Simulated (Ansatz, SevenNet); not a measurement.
For 1T (CdI2-type) CdI2, the machine-learned potential SevenNet-0 (trained on PBE and PBE+U data) gives:

```
Item                              Value
------------------------------  -------
equilibrium lattice constant a  4.336 Å
lattice parameter c             7.805 Å
```

Task: What does PBE0 in Ansatz (PAW) give for the same quantities?

Result: 
- lattice constant a: 4.292 Å (shrinks by 1.0 %)
- lattice parameter c: 7.648 Å (decreases by 2.0 %)

For comparison: lattice constant a 4.244 Å (measured, temperature not stated, not corrected to a static lattice; as tabulated in de Haan, NBS Special Publication (1969), 233, by the Crystallography Open …); lattice parameter c 6.859 Å (measured, temperature not stated, not corrected to a static lattice; as tabulated in de Haan, NBS Special Publication (1969), 233, by the Crystallography Open …).

Changes are worked out from the printed values.

Unless a cell is named, each level is at its own relaxed cell (SevenNet-0 42.36, PBE0 40.67 Å³/atom).

Caveats: the cell comes from a level without a dispersion term, which matters for the spacing of layers, chains or molecules (PBE0). Ansatz's density-functional and Hartree–Fock values are scalar-relativistic unless marked +SOC, with PAW data made under PBE.

Ansatz is a program for electronic structure.
